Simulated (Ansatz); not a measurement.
Energy needed to pull apart CHFSi, singlet, into free ground-state atoms, from the structure below (displaced at random from a GFN2-xTB minimum); no zero-point or spin–orbit terms; open-shell atoms are treated unrestricted, in their ground-state multiplicity.

C1  (0.351, 1.042, 0.278)
Si2  (-0.115, -0.545, -0.004)
F3  (-0.089, -2.005, 0.135)
H4  (0.024, 1.736, -0.428)
(Å)

Computed with Ansatz 0.2.0 (basis: def2-TZVPP); correlated methods freeze the cores.

```csv
method,atomization energy (kJ/mol)
PBE-D4,1331
r2SCAN-D4,?
PBE0-D4,1262
CAM-B3LYP-D4,1255
LC-wPBE,1224
wB97M-V,1265
HF,?
MP2,1302
CCSD,1199
CCSD(T),1248
```

What does r2SCAN-D4 give? (An estimate is asked for; the value comes from the calculation.)

Computed: 1285 kJ/mol, which is about 37 kJ/mol more than CCSD(T)/def2-TZVPP.

What does HF give? (Judge from chemistry; the value comes from the calculation.)

By the calculation: 759 kJ/mol, which is about 489 kJ/mol less than CCSD(T)/def2-TZVPP.

In triple zeta the MP2 and coupled-cluster atomization energies are still short of their basis limit by a few kcal/mol a bond, whereas those of the functionals are nearly converged, so these differences are not deviations from converged CCSD(T).

The T1 diagnostic stays at or below 0.024. The restricted Hartree–Fock reference is unstable towards an unrestricted one here.

For scale, one of the runs: CCSD(T)/def2-TZVPP forces, 118 basis functions (an equivalent command: `ansatz run in.yaml --threads 4`). Hardware: 4 CPU threads, shared host. Wall time 14 s; peak host memory 0.82 GiB.
